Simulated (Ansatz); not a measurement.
# A barrier at the coupled-cluster level

Start structure (H3O2, doublet), relaxed at PBE0-D4/def2-TZVP:

| atom | x (Å) | y (Å) | z (Å) |
| --- | --- | --- | --- |
| H1 | 0.0138 | -1.3798 | 1.2211 |
| H2 | 0.2479 | -1.8140 | 1.7825 |
| O3 | -0.6823 | 0.2781 | -0.7825 |
| O4 | 0.3021 | 1.1393 | -0.7531 |
| H5 | 0.1185 | 1.7764 | -1.4680 |

The step: HO₂ ([O][OH]) + H₂ → H₂O₂ ([OH][OH]) + H; bonds formed: H1–O3; bonds broken: H1–H2. Ansatz 0.2.0; basis: def2-TZVPP and def2-QZVPP; cores frozen in the correlated methods; orbitals are unrestricted. Extrapolation: Hartree–Fock as exp(−7.88 √X), correlation as X^−2.97. Energies below are by CCSD(T) at an estimated basis limit (MP2 extrapolated from triple and quadruple zeta, plus CCSD(T) − MP2 in triple zeta).

What are the electronic barrier and the energy of the step, from the start structure to the end structure? (An estimate is asked for; the value comes from the calculation.)

The calculation gives: Barrier 102.1 kJ/mol; step energy 63.7 kJ/mol (uphill); reverse barrier, their difference, 38.4 kJ/mol. Barrier and step energy count from the start structure, the reverse barrier from the end structure.

The saddle point: One imaginary mode of 1506i cm⁻¹.
| pair | start (Å) | saddle (Å) | end (Å) |
| --- | --- | --- | --- |
| H1–O3 | 2.69 | 1.08 | 0.97 |
| H1–H2 | 0.75 | 1.07 | 2.37 |

Zero-point energy (harmonic, PBE0-D4): ZPE is 68.6 kJ/mol at the start and 63.7 kJ/mol at the saddle, so the barrier goes from 102.1 to 97.2 kJ/mol.

No T1 diagnostic of these runs exceeds 0.030. ⟨S²⟩ of the unrestricted Hartree–Fock references: 0.75 to 0.78 (a pure state has 0.75).

Labels in which every atom is bracketed show which atoms are joined, not bond orders.

For scale, one of the runs: CCSD(T)/def2-TZVPP, 104 basis functions (an equivalent command: `ansatz run in.yaml --threads 2`). The run took 6 s on 2 CPU threads (shared host), with 0.88 GiB of host memory at its peak.
